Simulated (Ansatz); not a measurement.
# AlCF+ (doublet): the correlation ladder, def2-QZVPP

An exercise on one series of results from a longer session: the logs are not shown, and one member is left open.

Method: def2-QZVPP, core rule «outside noble gas», up to 7 orbitals frozen; program: Ansatz 0.2.0, Gaussian basis.

The runs, in order: UHF; ROHF; CCSD(T) on UHF.

2 further runs of the same task are left out: 2 set aside as unsound or not needed.

**What is computed**

The geometry is a PBE0/def2-TZVP stationary point (not a proven minimum) of the parent state, kept for this charge and spin.

3 atoms, charge 1, spin multiplicity 2.

Atoms are counted from 1 here; the program's logs count them from 0.

Bond lengths: C1–Al2 1.940 Å, Al2–F3 1.645 Å. Angles: C1–Al2–F3 180.0°.

The first run:

Input file in.yaml:

```yaml
crystal:
  periodic: [false, false, false]
  atoms:
    - {symbol: C, position_ang: [0.000000, 0.000000, 1.841767]}
    - {symbol: Al, position_ang: [0.000000, 0.000000, -0.098433]}
    - {symbol: F, position_ang: [0.000000, 0.000000, -1.743333]}
basis:
  gaussian: {orbitals: "def2-QZVPP.json"}
total_charge: 1
magnetization: {spin_polarized: true, initial_magnetization: 1}
hamiltonian: {xc: hf}
output: {orbitals: {seedname: orbitals}}
```

Launch:

```bash
$ ansatz run in.yaml --threads 1 --pin off --events-out ev --progress --plain --max-ram 2393MiB
```

Steps of the session up to this table: UHF; ROHF; CCSD(T) on UHF.

One of the session's tables, all rows but one given; the rest of the session is left out.

It belongs to the step «Misses and costs». 

| method | from UCCSD(T) (kcal/mol) |
| --- | --- |
| ROHF | +292.09 |
| UHF | +277.28 |
| UMP2 | +23.83 |
| UCCSD | ? |
| UCCSD(T) | 0 |

Q: Estimate the row for UCCSD from the others.

As computed: from UCCSD(T) (kcal/mol): +10.50. In the column «from UCCSD(T) (kcal/mol)» it lies between UCCSD(T) (0) and UMP2 (+23.83).

The program flags UCCSD(T) as in doubt (see the logs), so the zero of the table is itself unsure.

To keep in mind: The determinant is far from a pure spin state, so its energy mixes those of several spin states (harmless only where they are near-degenerate, as at dissociation). The program flags UCCSD(T) as in doubt, so the zero of the table is itself unsure.
